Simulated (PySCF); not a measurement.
# Silicon: highly charged ions in a basis for the neutral atom

Si(6+) [He] 2s2 2p4, Si(7+) [He] 2s2 2p3. Calculation: PySCF 2.14, in x2c-SVPall (4s3p1d, 18 functions); scalar relativity by spin-free X2C-1e. No spin-orbit coupling, so a gap to NIST mixes the basis error with missing relativistic terms.

Changed run: basis of the neutral atom used for a highly charged ion. This setting is unsound on purpose.

```tsv
species	method	sound run (hartree)	changed run (hartree)	converged
Si(6+)	UHF	not run	-271.84753	yes
Si(6+)	r2SCAN	not run	-272.11145	yes
Si(6+)	BP86	not run	-272.15148	yes
Si(7+)	UHF	not run	-262.60228	yes
Si(7+)	r2SCAN	not run	-262.79180	yes
Si(7+)	BP86	not run	-262.81874	yes
```

Ionisation energy of Si(6+):

| method | changed run (eV) | NIST (eV) |
| --- | --- | --- |
| UHF | 251.58 | 246.57 ± 0.05 |
| r2SCAN | 253.60 | 246.57 ± 0.05 |
| BP86 | 253.96 | 246.57 ± 0.05 |

The contracted functions were made for the neutral atom and can be too rigid for a highly charged ion.
